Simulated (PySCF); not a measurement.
i-BuOMe, C₅H₁₂O.
SMILES with atom numbers: `[CH3:1][O:2][CH2:3][CH:4]([CH3:5])[CH3:6]` (hydrogens: H7, H8, H9 on C1; H10, H11 on C3; H12 on C4; H13, H14, H15 on C5; H16, H17, H18 on C6)

The calculation used core-valence-separated Tamm–Dancoff BHandHLYP/aug-pcX-1 (pcseg-1 on H) in PySCF, non-relativistic, gas phase, PBE0-D3(BJ)/def2-SVP geometry. Absolute energies from this functional tend to lie a few eV below measured edges; no shift was applied.

Question: Give energies, oscillator strengths and core holes at the O K edge.

Answer: 
```json
{"E (eV)": "533.81", "f": "0.0147", "core hole on": "O2", "main final orbital": "spread"}
{"E (eV)": "533.85", "f": "0.0024", "core hole on": "O2", "main final orbital": "LUMO+1 (64 %)"}
{"E (eV)": "534.33", "f": "0.0136", "core hole on": "O2", "main final orbital": "LUMO (54 %)"}
{"E (eV)": "534.57", "f": "0.0008", "core hole on": "O2", "main final orbital": "LUMO+3 (78 %)"}
{"E (eV)": "534.70", "f": "0.0031", "core hole on": "O2", "main final orbital": "LUMO+2 (57 %)"}
{"E (eV)": "535.28", "f": "0.0112", "core hole on": "O2", "main final orbital": "LUMO+5 (34 %)"}
{"E (eV)": "535.38", "f": "0.0041", "core hole on": "O2", "main final orbital": "LUMO+6 (34 %)"}
```

The first line with a tenth or more of the strongest one's intensity is at 533.81 eV (f = 0.015), with the hole on O2 (ether oxygen). It is also the strongest listed.

Question: Give energies, oscillator strengths and core holes at the C K edge.

Answer: 
| E (eV) | f | core hole on | main final orbital |
| --- | --- | --- | --- |
| 285.28 | 0.0205 | C5/C6 | LUMO/LUMO+2 (2 roots, f summed) |
| 285.83 | 0.0091 | C4 | LUMO+3 (43 %) |
| 285.85 | 0.0354 | C5 | LUMO+3 (45 %) |
| 286.00 | 0.0273 | C6 | LUMO+3 (50 %) |
| 286.05 | 0.0289 | C6 | spread |
| 286.13 | 0.0198 | C5 | spread |
| 286.57 | 0.0047 | C5 | spread |
| 286.57 | 0.0196 | C1 | LUMO+1 (61 %) |
| 286.71 | 0.0021 | C4 | LUMO (47 %) |
| 286.72 | 0.0290 | C3 | LUMO+1 (35 %) |
| 286.76 | 0.0026 | C6 | LUMO+4 (37 %) |
| 286.83 | 0.0058 | C5 | LUMO+1 (58 %) |
| 286.91 | 0.0024 | C4 | LUMO+1 (37 %) |
| 286.93 | 0.0060 | C5 | LUMO (36 %) |
| 286.95 | 0.0062 | C4 | LUMO+2 (64 %) |
| 287.15 | 0.0043 | C6 | LUMO+1 (67 %) |
| 287.23 | 0.0082 | C5/C6 | LUMO+2/LUMO+4 (2 roots, f summed) |
| 287.28 | 0.0149 | C1 | spread |
| 287.34 | 0.0310 | C3 | LUMO+3 (42 %) |
| 287.41 | 0.0036 | C5 | spread |
| 287.42 | 0.0324 | C1 | spread |

The first line with a tenth or more of the strongest one's intensity is at 285.28 eV (f = 0.020, sum of 2), with the hole on C5/C6 (methyl carbon). The strongest listed is at 285.85 eV (f = 0.035; C5).

Roots within 0.03 eV whose holes lie on the same, on equivalent or on shared atoms are summed into one line, and the highest roots are left out, as the search may have cut off their partners. Final orbitals are the ground state's empty Kohn–Sham orbitals.

Question: What are the wavelength and the wavenumber of the 534.33 eV line?

Answer: λ = 12398.42 eV Å/534.33 eV = 23.204 Å; 4.3097 × 10⁶ cm⁻¹.

Only the lowest roots of each edge were sought.

The values belong to the conformer `[CH3:1][O:2][CH2:3][CH:4]([CH3:5])[CH3:6]`: C1–O2–C3–C4 180°, O2–C3–C4–C5 58°.
